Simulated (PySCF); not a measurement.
**Reproducing measurements on C6H5Cl**

**The experiment to reproduce.**

NIST CCCBDB Release 22 (SRD 101), experimental dipoles lists, for the gas: dipole moment 1.78 ± 0.06 D.

The results are set against them at the end.

Compound: C6H5Cl.
Numbering: `[Cl:1][c:2]1[cH:3][cH:4][cH:5][cH:6][cH:7]1` (hydrogens: H8 on C3; H9 on C4; H10 on C5; H11 on C6; H12 on C7)

Structure used (GFN2-xTB), in Å, numbered top down from 1:
```
atom  x, y, z in Å
Cl1    3.0427    0.2186   -0.0055
C2     1.3164    0.0946   -0.0044
C3     0.5497    1.2483    0.0103
C4    -0.8303    1.1419    0.0113
C5    -1.4360   -0.1033   -0.0006
C6    -0.6580   -1.2488   -0.0155
C7     0.7231   -1.1572   -0.0171
H8     1.0286    2.2149    0.0215
H9    -1.4325    2.0380    0.0228
H10   -2.5127   -0.1807    0.0030
H11   -1.1255   -2.2218   -0.0242
H12    1.3356   -2.0451   -0.0275
```

The PySCF runs (gas phase, on this GFN2-xTB geometry; no spin–orbit coupling):

```json
{"level": "PBE0/pcSseg-1", "job": "shieldings, ring-centre shieldings, charges and field gradients", "basis functions": "151", "wall time": "16 s"}
```

Hardware: an x86-64 server with one thread, on a shared host.

Results beside the measurements:

**Dipole moment.** Measured: 1.78 D (NIST CCCBDB Release 22 (SRD 101), experimental dipoles).

```
        level  computed (D)  computed − measured (D)  % (from the printed values)
PBE0/pcSseg-1          1.76                    -0.02                           -1
```

The computed dipoles belong to one fixed geometry; measured ones are averaged over vibrations unless marked μe. Magnitudes are compared, not signs.

The geometry is computed, not the measured one. Where a level misses, the cause wasn't examined.
